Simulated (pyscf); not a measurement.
# Four-centre exchange: `[NH2][NH2]` + `[AlH3]` → `[NH2][NH][AlH2]` + `[H][H]`

Gas phase, singlet surface, charge 0. Bonds broken: N1–H3, Al7–H8. Bonds formed: N1–Al7, H3–H8. PySCF, gas phase, ωB97X-D3(BJ)/def2-SVP geometries.

Transition state (Å):

```xyz
10

N     -1.6700    -0.4353    -0.2140
N     -1.3278     0.6898     0.6127
H     -1.0636    -0.2717    -1.4888
H     -2.4927    -0.9440     0.1045
H     -1.3699     0.4798     1.6129
H     -1.8539     1.5497     0.4330
Al     0.3503    -0.0043    -0.3125
H     -0.2950    -0.1417    -2.0435
H      1.2437     1.2882    -0.6111
H      1.0684    -1.2351     0.3891
```

One imaginary mode, 1157i cm⁻¹; descent along it reached the two sides named, in the forms told below.

| bond | change | reactant side (Å) | saddle | product side |
|---|---|---|---|---|
| N1–H3 | breaks | 1.041 | 1.421 | 3.2 |
| Al7–H8 | breaks | 1.609 | 1.852 | 2.6 |
| N1–Al7 | forms | 2.9 | 2.068 | 1.823 |
| H3–H8 | forms | 2.453 | 0.957 | 0.762 |

Electronic energies relative to the separated reactants (kcal/mol):

```csv
level,barrier,reaction energy,reverse barrier
ωB97X-D3(BJ)/def2-TZVP,10.4,-20.3,30.7
PBE/def2-TZVP,6.9,-19.0,25.9
r²SCAN/def2-TZVP,5.8,-22.0,27.8
B3LYP-D3(BJ)/def2-TZVP,11.4,-18.9,30.3
PBE0-D3(BJ)/def2-TZVP,8.3,-18.8,27.1
M06-2X/def2-TZVP,9.3,-23.3,32.6
ωB97M-D3(BJ)/def2-TZVP,12.1,-18.8,30.9
HF/def2-TZVP,30.3,-12.2,42.5
```

With ωB97M-D3(BJ)/def2-TZVP energies and thermal terms (ideal gas, 1 atm, RRHO with modes under 100 cm⁻¹ raised to 100, one conformer, R ln 2 for chiral ones without a mode under 150 cm⁻¹), in kcal/mol:

```
T (K)   ΔH‡   ΔG‡     ΔH     ΔG
-----  ----  ----  -----  -----
298    10.2  20.4  -21.5  -19.6
600    10.6  30.5  -20.2  -18.3
900    11.4  40.4  -19.1  -17.6
1200   12.3  49.9  -18.4  -17.2
```

On the reactant side the descent ends in an adduct with a Al–N contact (not fully relaxed), 32.6 kcal/mol under the separated species and 43.0 kcal/mol under the saddle at ωB97X-D3(BJ)/def2-TZVP. On the product side the descent ends in an adduct with a Al–N contact, 1.4 kcal/mol under the separated species and 32.2 kcal/mol under the saddle at ωB97X-D3(BJ)/def2-TZVP. At the saddle there is also a short Al–H contact that neither side keeps. H₂N–NH–AlH₂ is closed by a dative Al–N contact. H₂N–NH–AlH₂ lies 62.7 kcal/mol over its isomer H₂N–AlH–NH₂ (electronic energy, ωB97M-D3(BJ)/def2-TZVP). This is the saddle that the search found; another between the same sides may lie lower.
